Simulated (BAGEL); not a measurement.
# C6H10 (1-methylcyclopentene) at PBE0/6-31G(d) (density fitting with cc-pvqz-jkfit, spherical functions)

Aim: the energy change on altering one bond length of C6H10 (1-methylcyclopentene) at PBE0/6-31G* (density fitting with cc-pvqz-jkfit, spherical functions), from 2 runs. 

Program for the calculation: BAGEL 1.2.2.

### Step 1. The system as given

C6H10: 16 atoms, total charge 0, spin state singlet. As SMILES, `CC1=CCCC1`. Geometry: relaxed at PBE0-D4/def2-TZVP. This is one conformer, not always the lowest.

Bond lengths: C1–C2 1.486 Å, C2–C3 1.331 Å, C3–C4 1.499 Å, C4–C5 1.538 Å, C2–C6 1.505 Å, C5–C6 1.535 Å, C1–H7 1.096 Å, C1–H8 1.095 Å, C1–H9 1.091 Å, C3–H10 1.085 Å, C4–H11 1.094 Å, C4–H12 1.098 Å, C5–H13 1.093 Å, C5–H14 1.091 Å, C6–H15 1.095 Å, C6–H16 1.099 Å. Some angles: C1–C2–C3 127.5°, C1–C2–C6 121.7°, C3–C2–C6 110.8°, C2–C3–C4 112.6°, C3–C4–C5 102.8°, C4–C5–C6 105.2°, C2–C6–C5 103.6°, C2–C1–H7 110.9°, C2–C1–H8 111.1°, C2–C1–H9 111.7°.

### Step 2. A single-point energy at PBE0/6-31G(d) (density fitting with cc-pvqz-jkfit, spherical functions)

input.json reads:

```json
{ "bagel" : [

{
  "title" : "molecule",
  "basis" : "6-31gs.json",
  "df_basis" : "cc-pvqz-jkfit",
  "angstrom" : true,
  "geometry" : [
    { "atom" : "C", "xyz" : [      -0.182550,       0.153470,       2.196680 ] },
    { "atom" : "C", "xyz" : [       0.039290,       0.039180,       0.731770 ] },
    { "atom" : "C", "xyz" : [       1.204510,      -0.027810,       0.091730 ] },
    { "atom" : "C", "xyz" : [       1.039050,      -0.203910,      -1.387910 ] },
    { "atom" : "C", "xyz" : [      -0.449080,       0.116590,      -1.605660 ] },
    { "atom" : "C", "xyz" : [      -1.108990,      -0.080680,      -0.234400 ] },
    { "atom" : "H", "xyz" : [      -0.752800,      -0.702760,       2.573510 ] },
    { "atom" : "H", "xyz" : [      -0.768550,       1.046860,       2.437290 ] },
    { "atom" : "H", "xyz" : [       0.759370,       0.203610,       2.745170 ] },
    { "atom" : "H", "xyz" : [       2.172750,      -0.007620,       0.580790 ] },
    { "atom" : "H", "xyz" : [       1.695560,       0.444770,      -1.975280 ] },
    { "atom" : "H", "xyz" : [       1.281320,      -1.233740,      -1.682420 ] },
    { "atom" : "H", "xyz" : [      -0.549170,       1.163300,      -1.904140 ] },
    { "atom" : "H", "xyz" : [      -0.905320,      -0.488430,      -2.391050 ] },
    { "atom" : "H", "xyz" : [      -1.901490,       0.648610,      -0.037670 ] },
    { "atom" : "H", "xyz" : [      -1.573910,      -1.071450,      -0.138410 ] }
  ]
},

{ "title" : "ks", "xc_func" : "pbe0" },

{ "title" : "print", "file" : "orbitals.molden", "orbitals" : true }

]}
```

The basis set 6-31G* is read from a file made from the Basis Set Exchange's data (not shown).

The run is started by

```bash
BAGEL_NUM_THREADS=1 BAGEL input.json > input.out
```

Standard output:

```text
* using 1 threads per process

  ===============================================================
  ===============================================================

  *** Geometry ***

  { "atom" : "C", "xyz" : [     -0.344970,      0.290016,      4.151124 ] },
  { "atom" : "C", "xyz" : [      0.074247,      0.074039,      1.382845 ] },
  { "atom" : "C", "xyz" : [      2.276194,     -0.052553,      0.173345 ] },
  { "atom" : "C", "xyz" : [      1.963520,     -0.385334,     -2.622770 ] },
  { "atom" : "C", "xyz" : [     -0.848638,      0.220323,     -3.034258 ] },
  { "atom" : "C", "xyz" : [     -2.095687,     -0.152463,     -0.442952 ] },
[... 8 lines of this table left out ...]
  { "atom" : "H", "xyz" : [     -3.593295,      1.225695,     -0.071186 ] },
  { "atom" : "H", "xyz" : [     -2.974259,     -2.024747,     -0.261557 ] },

  Number of auxiliary basis functions:     1146

  Since a DF basis is specified, we compute 2- and 3-index integrals:
    o Being stored without compression. Storage requirement is 0.099 GB

  Number of basis functions:      104
  Number of electrons      :       46

    * METHOD: MOLECULE                             2.02

  *** Kohn-Sham DFT ***

    * Removing 35465 points whose weight is below 1.00e-10
    * Grid points: 203031

  === Nuclear Repulsion ===
   234.4960788977

       - DIIS with orbital gradients will be used.

  === KS iteration (pbe0 / 6-31gs.json) ===
      0       -175.88232748          0.16883905           1.08
      1       -138.75428728          0.13449845           1.07
      2       -134.35941998          0.18530365           1.07
      3       -212.88744597          0.10675102           1.06
      4       -212.94964637          0.12137644           1.05
      5       -232.45378947          0.04666818           1.09
[... 13 lines of this table left out ...]
     19       -234.35478671          0.00000002           1.06
     20       -234.35478671          0.00000001           1.06
    * SCF iteration converged.

    * Permanent dipole moment:
           (    0.081046,     0.017616,    -0.050357) a.u.

    * METHOD: KS                                  24.46

    * METHOD: PRINT                                0.03

  ===============================================================
```

Run time: 27 s. Hardware: 1 thread of Arm Neoverse V1, shared host; peak memory 0.95 GiB.

### Step 3. The distorted shape at the same level

dft.json reads:

```json
{ "bagel": [

{
  "title": "molecule",
  "basis": "6-31gs.json",
  "df_basis": "cc-pvqz-jkfit",
  "angstrom": true,
  "geometry": [
    { "atom": "C", "xyz": [       0.451472,      -0.429982,       2.039291 ] },
    { "atom": "C", "xyz": [       0.673312,      -0.544272,       0.574381 ] },
    { "atom": "C", "xyz": [       1.838532,      -0.611262,      -0.065659 ] },
    { "atom": "C", "xyz": [       1.673072,      -0.787362,      -1.545299 ] },
    { "atom": "C", "xyz": [       0.184942,      -0.466862,      -1.763049 ] },
    { "atom": "C", "xyz": [      -0.474968,      -0.664132,      -0.391789 ] },
    { "atom": "H", "xyz": [      -0.118778,      -1.286212,       2.416121 ] },
    { "atom": "H", "xyz": [      -0.134528,       0.463408,       2.279901 ] },
    { "atom": "H", "xyz": [       1.393392,      -0.379842,       2.587781 ] },
    { "atom": "H", "xyz": [       2.806772,      -0.591072,       0.423401 ] },
    { "atom": "H", "xyz": [       2.329582,      -0.138682,      -2.132669 ] },
    { "atom": "H", "xyz": [       1.915342,      -1.817192,      -1.839809 ] },
    { "atom": "H", "xyz": [       0.084852,       0.579848,      -2.061529 ] },
    { "atom": "H", "xyz": [      -0.271298,      -1.071882,      -2.548439 ] },
    { "atom": "H", "xyz": [      -1.901490,       0.648610,      -0.037670 ] },
    { "atom": "H", "xyz": [      -0.939888,      -1.654902,      -0.295799 ] }
  ]
},

{
  "title": "ks",
  "xc_func": "pbe0"
},

{
  "title": "print",
  "file": "orbitals.molden",
  "orbitals": true
}

]}
```

The basis set 6-31G* is read from a file made from the Basis Set Exchange's data (not shown).

The run is started by

```bash
BAGEL_NUM_THREADS=1 BAGEL dft.json > dft.out
```

Standard output:

```text
* using 1 threads per process

  ===============================================================
  ===============================================================

  *** Geometry ***

  { "atom" : "C", "xyz" : [      0.853158,     -0.812548,      3.853701 ] },
  { "atom" : "C", "xyz" : [      1.272375,     -1.028525,      1.085423 ] },
  { "atom" : "C", "xyz" : [      3.474322,     -1.155118,     -0.124078 ] },
  { "atom" : "C", "xyz" : [      3.161648,     -1.487899,     -2.920192 ] },
  { "atom" : "C", "xyz" : [      0.349490,     -0.882241,     -3.331680 ] },
  { "atom" : "C", "xyz" : [     -0.897559,     -1.255028,     -0.740374 ] },
[... 8 lines of this table left out ...]
  { "atom" : "H", "xyz" : [     -3.593295,      1.225695,     -0.071186 ] },
  { "atom" : "H", "xyz" : [     -1.776131,     -3.127312,     -0.558979 ] },

  Number of auxiliary basis functions:     1146

  Since a DF basis is specified, we compute 2- and 3-index integrals:
    o Being stored without compression. Storage requirement is 0.099 GB

  Number of basis functions:      104
  Number of electrons      :       46

    * METHOD: MOLECULE                             2.06

  *** Kohn-Sham DFT ***

    * Removing 34499 points whose weight is below 1.00e-10
    * Grid points: 203997

  === Nuclear Repulsion ===
   231.6858914496

       - DIIS with orbital gradients will be used.

  === KS iteration (pbe0 / 6-31gs.json) ===
      0       -174.94209339          0.16730363           1.08
      1       -138.77760221          0.13143568           1.07
      2       -133.54938265          0.18371529           1.08
      3       -211.58885553          0.10699329           1.08
      4       -211.01653221          0.12953948           1.11
      5       -229.69571141          0.05663609           1.10
[... 16 lines of this table left out ...]
     22       -234.23441633          0.00000002           1.07
     23       -234.23441633          0.00000000           1.07
    * SCF iteration converged.

    * Permanent dipole moment:
           (   -0.506768,     0.336301,     0.074673) a.u.

    * METHOD: KS                                  27.83

    * METHOD: PRINT                                0.03

  ===============================================================
```

Wall time 30 s (1 thread of Arm Neoverse V1, shared host); peak memory 0.96 GiB.

### Step 4. What came out

Level: PBE0/6-31G* (density fitting with cc-pvqz-jkfit, spherical functions).

| quantity | value |
| --- | --- |
| first shape: total energy | -234.35479 Eh |
| first shape: dipole moment | 0.25 D |
| first shape: HOMO energy | -6.31 eV |
| first shape: LUMO energy | 1.25 eV |
| first shape: HOMO–LUMO gap | 7.56 eV |
| distorted shape: total energy | -234.23442 Eh |
| distorted shape: dipole moment | 1.56 D |
| distorted shape: HOMO energy | -6.35 eV |
| distorted shape: LUMO energy | -1.12 eV |
| distorted shape: HOMO–LUMO gap | 5.23 eV |
| energy change with the C6–H15 bond stretched from 1.095 to 1.971 Å | 3.275 eV |

What this shows: With the C6–H15 bond stretched from 1.095 to 1.971 Å the energy rises by 3.28 eV (76 kcal/mol). The first shape isn't relaxed at this level, so the change isn't measured from a minimum. A restricted reference can't describe the breaking bond well at this length.
